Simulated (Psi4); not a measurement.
**SiHF (SMILES F[SiH]), step by step**

Aim: a geometry optimisation (B3LYP-D3(BJ)/STO-3G), then the harmonic vibrations, then the energy (SCS-MP2/aug-cc-pVDZ) of SiHF. 

The calculation is run with Psi4 1.11.

## Step 1: The molecule

SiHF has 3 atoms, charge 0, and is taken as a singlet. SMILES: `F[SiH]`. Geometry: relaxed at PBE0-D4/def2-TZVP. The run starts from this shape.

Bond lengths: F1–Si2 1.612 Å, Si2–H3 1.541 Å. Angles: F1–Si2–H3 96.3°.

## Step 2: A structure relaxation at B3LYP-D3(BJ)/STO-3G (density fitting) (run 1)

job.inp

```
memory 1.6 GB

molecule geom {
  0 1
  F
  Si 1 r2
  H 2 r3 1 a3

  r2 = 1.612168
  r3 = 1.540551
  a3 = 96.30929
  symmetry c1
}

set {
  geom_maxiter 60
}

e, wfn = optimize('b3lyp-d3bj2b/STO-3G', return_wfn=True)
print_variables()
```

Command:

```sh
$ psi4 -i job.inp -o job.out -n 1
```

job.out:

```text
[...]
  Running in c1 symmetry.
[...]
  Nuclear repulsion =   48.194571950340311
[...]
  Multiplicity = 1
[...]
  Nalpha       = 12
  Nbeta        = 12
[...]
    Number of basis functions: 15
[...]
   @DF-RKS iter   1:  -385.03592472951897   -7.78588e-01   1.22947e-02 DIIS/ADIIS
[...]
   @DF-RKS iter   6:  -385.07055915031788   -2.27374e-13   1.75210e-09 DIIS
[...]
    Orbital Energies [Eh]
    ---------------------
    Doubly Occupied:
       1A    -65.287038     2A    -24.320030     3A     -5.033211
       4A     -3.335154     5A     -3.331626     6A     -3.323897
       7A     -1.053902     8A     -0.411534     9A     -0.275148
      10A     -0.231423    11A     -0.216296    12A     -0.107619
[...]
  @DF-RKS Final Energy:  -385.07055915031788
   => Energetics <=
    Nuclear Repulsion Energy =             47.6162678555669743
    One-Electron Energy =                -633.1513275358015562
    Two-Electron Energy =                 226.2067683424702125
    DFT Exchange-Correlation Energy =     -25.7404918908841438
    Empirical Dispersion Energy =          -0.0017759216693909
    VV10 Nonlocal Energy =                  0.0000000000000000
    Total Energy =                       -385.0705591503178198
[...]
 Multipole Moments:
 ------------------------------------------------------------------------------------
     Multipole            Electronic (a.u.)      Nuclear  (a.u.)        Total (a.u.)
 ------------------------------------------------------------------------------------
 L = 1.  Multiply by 2.5417464519 to convert [e a0] to [Debye]
 Dipole X            :         -1.5186039            1.4148331           -0.1037708
 Dipole Y            :          1.5812556           -1.6325454           -0.0512899
 Dipole Z            :         -0.0000000            0.0000000           -0.0000000
 Magnitude           :                                                    0.1157542
[...]
  -Total Gradient:
     Atom            X                  Y                   Z
    ------   -----------------  -----------------  -----------------
       1        0.000001412685     0.000013961524     0.000000000000
       2        0.000004012862    -0.000038298248    -0.000000000000
       3       -0.000001585347     0.000000222823     0.000000000000
[...]
    Final optimized geometry and variables:
    Molecular point group: c1
    Full point group: Cs
    Geometry (in Angstrom), charge = 0, multiplicity = 1:
    F
    SI            1          r2
    H             2          r3      1          a3
    a3        =   93.0058361193
    r2        =    1.6408597208
    r3        =    1.5118227814
  Variable Map:
  ----------------------------------------------------------------------------
  "B3LYP-D3(BJ) DISPERSION CORRECTION ENERGY" =>      -0.001775921669
[...]
```

Standard output:

```text
Optimizer: Optimization complete!
```

Wall time 7.2 s (1 thread of Intel Xeon Platinum 8488C (Sapphire Rapids), shared host); peak memory 0.26 GiB.

Steps, from the record of the run:

```
step  energy from the first frame kept (eV)  largest force (eV/Å)
   0                                 0.0000                1.3450
   1                                -0.0240                0.4543
   2                                -0.0339                0.1215
   3                                -0.0343                0.0313
   4                                -0.0343                0.0020
```

After the run. Bond lengths: F1–Si2 1.641 Å, Si2–H3 1.512 Å. Angles: F1–Si2–H3 93.0°.

## Step 3: The harmonic vibrations at B3LYP-D3(BJ)/STO-3G (density fitting) (run 2)

fhsi.dat

```
memory 1.6 GB

molecule geom {
  0 1
  F     -1.102262     0.018190    -0.609686
  Si     0.197465     0.633957     0.180226
  H      0.823741    -0.728028     0.376145
}

set reference rks
set t 298.15
set rotational_symmetry_number 1

frequencies("b3lyp-d3(bj)/STO-3G")
print_variables()
```

Command:

```sh
$ psi4 -i fhsi.dat -o fhsi.out -n 1
```

fhsi.out (excerpt; [...] marks lines left out):

```text
[...]
  Running in cs symmetry.
[...]
  Nuclear repulsion =   47.616269831393943
[...]
  Multiplicity = 1
[...]
  Nalpha       = 12
  Nbeta        = 12
[...]
    Number of basis functions: 15
[...]
   @DF-RKS iter   1:  -385.03438884195543   -7.92882e-01   1.54963e-02 ADIIS/DIIS
[...]
  Running in c1 symmetry.
[...]
   @DF-RKS iter   9:  -385.07055915026842   -1.13687e-13   3.55336e-09 DIIS
[...]
    Orbital Energies [Eh]
    ---------------------
    Doubly Occupied:
       1A    -65.287038     2A    -24.320030     3A     -5.033211
       4A     -3.335154     5A     -3.331626     6A     -3.323897
       7A     -1.053902     8A     -0.411534     9A     -0.275148
      10A     -0.231423    11A     -0.216296    12A     -0.107619
[...]
  @DF-RKS Final Energy:  -385.07055915026842
   => Energetics <=
    Nuclear Repulsion Energy =             47.6162607192162852
    One-Electron Energy =                -633.1513121147943366
    Two-Electron Energy =                 226.2067597074565981
    DFT Exchange-Correlation Energy =     -25.7404915404256656
    Empirical Dispersion Energy =          -0.0017759217212412
    VV10 Nonlocal Energy =                  0.0000000000000000
    Total Energy =                       -385.0705591502683092
[...]
 Multipole Moments:
[...]
  -Total Gradient:
     Atom            X                  Y                   Z
    ------   -----------------  -----------------  -----------------
       1       -0.000012357511    -0.000006591919     0.000000003366
       2        0.000036534072     0.000011699196     0.000000003057
       3       -0.000000394167     0.000000427585    -0.000000000958
[...]
  ==> Harmonic Vibrational Analysis <==
[...]
  Freq [cm^-1]                 923.0523           1063.2786           2362.4396
[...]
  IR activ [km/mol]            26.0110             74.2990             231.2190
[...]
  Total E_0, Enthalpy at 0 [K]                                                         -385.06065192 [Eh]
[...]
  Total H, Enthalpy at  298.15 [K]                                                     -385.05679678 [Eh]
[...]
  Total G, Gibbs energy at  298.15 [K]                                                 -385.08388315 [Eh]
[...]
```

Run time: 13 s. Hardware: 1 thread of Intel Xeon Platinum 8488C (Sapphire Rapids), shared host; peak memory 0.25 GiB.

## Step 4: The energy at SCS-MP2/aug-cc-pVDZ (density fitting) (run 3)

calc.dat

```
memory 1600 mb

molecule system {
  F     -1.102262     0.018190    -0.609686
  Si     0.197465     0.633957     0.180226
  H      0.823741    -0.728028     0.376145
}

set {
  basis       aug-cc-pVDZ
  freeze_core true
}

energy('scs-mp2')
print_variables()
```

Command:

```sh
$ psi4 -i calc.dat -o calc.out -n 1
```

calc.out:

```text
[...]
  Running in cs symmetry.
[...]
  Nuclear repulsion =   47.616269831393943
[...]
  Multiplicity = 1
[...]
  Nalpha       = 12
  Nbeta        = 12
[...]
    Number of basis functions: 59
[...]
   @RHF iter   1:  -388.92653804712074   -7.45712e-01   6.80726e-03 DIIS/ADIIS
[...]
   @RHF iter  10:  -388.96368070108878   -2.38742e-12   6.38170e-09 DIIS
[...]
    Orbital Energies [Eh]
    ---------------------
    Doubly Occupied:
       1Ap   -68.856126     2Ap   -26.297009     3Ap    -6.193880
       1App   -4.296879     4Ap    -4.296248     5Ap    -4.293826
       6Ap    -1.582250     7Ap    -0.754652     8Ap    -0.664837
       2App   -0.647530     9Ap    -0.565713    10Ap    -0.357115
[...]
  @RHF Final Energy:  -388.96368070108878
   => Energetics <=
    Nuclear Repulsion Energy =             47.6162698313939430
    One-Electron Energy =                -635.5477707271962799
    Two-Electron Energy =                 198.9678201947135108
    Total Energy =                       -388.9636807010887765
[...]
 Multipole Moments:
 ------------------------------------------------------------------------------------
     Multipole            Electronic (a.u.)      Nuclear  (a.u.)        Total (a.u.)
 ------------------------------------------------------------------------------------
 L = 1.  Multiply by 2.5417464519 to convert [e a0] to [Debye]
 Dipole X            :         -1.5045041            2.0455112            0.5410072
 Dipole Y            :          0.7631513           -0.6948674            0.0682839
 Dipole Z            :          0.0000000            0.0000000            0.0000000
 Magnitude           :                                                    0.5452994
[...]
	SCS-MP2 Total Energy (a.u.)        :  -389.25390149717776
	SOS-MP2 Total Energy (a.u.)        :  -389.23034703019056
	SCSN-MP2 Total Energy (a.u.)       :  -389.08804828678120
[...]
	SOS-PI-MP2 Total Energy (a.u.)     :  -389.27479141837421
[...]
	MP2 Total Energy (a.u.)            :  -389.25656604296859
[...]
```

It took 2.9 s on 1 thread of Intel Xeon Platinum 8488C (Sapphire Rapids), shared host; peak memory 0.3 GiB.

## Step 5: Summary of results

```
                                                                             quantity             value
                                  run 1, B3LYP-D3(BJ)/STO-3G: total energy at the end     -385.07056 Eh
                                            run 1, B3LYP-D3(BJ)/STO-3G: dipole moment            0.29 D
                                              run 1, B3LYP-D3(BJ)/STO-3G: HOMO energy          -2.93 eV
                                              run 1, B3LYP-D3(BJ)/STO-3G: LUMO energy           1.86 eV
                                            run 1, B3LYP-D3(BJ)/STO-3G: HOMO–LUMO gap           4.78 eV
                                        run 1, B3LYP-D3(BJ)/STO-3G: dispersion energy      -4.66 kJ/mol
                               run 2, B3LYP-D3(BJ)/STO-3G: lowest harmonic wavenumber          923 cm⁻¹
                              run 2, B3LYP-D3(BJ)/STO-3G: highest harmonic wavenumber         2362 cm⁻¹
                                        run 2, B3LYP-D3(BJ)/STO-3G: zero-point energy       26.0 kJ/mol
run 2, B3LYP-D3(BJ)/STO-3G: ideal-gas entropy at 298.15 K (symmetry number 1 as used)  57.0 cal/(mol K)
                                             run 3, SCS-MP2/aug-cc-pVDZ: total energy     -389.25390 Eh
                      run 3, SCS-MP2/aug-cc-pVDZ: HOMO energy (Hartree–Fock orbitals)          -9.72 eV
                      run 3, SCS-MP2/aug-cc-pVDZ: LUMO energy (Hartree–Fock orbitals)           0.13 eV
                    run 3, SCS-MP2/aug-cc-pVDZ: HOMO–LUMO gap (Hartree–Fock orbitals)           9.85 eV
              run 3, SCS-MP2/aug-cc-pVDZ: correlation energy (6 core orbitals frozen)        -290.2 mEh
```

The optimisation (run 1, B3LYP-D3(BJ)/STO-3G) took 5 steps and changed the energy by -0.034 eV. All 3 modes (run 2, B3LYP-D3(BJ)/STO-3G) are real, so the shape is a minimum at this level.
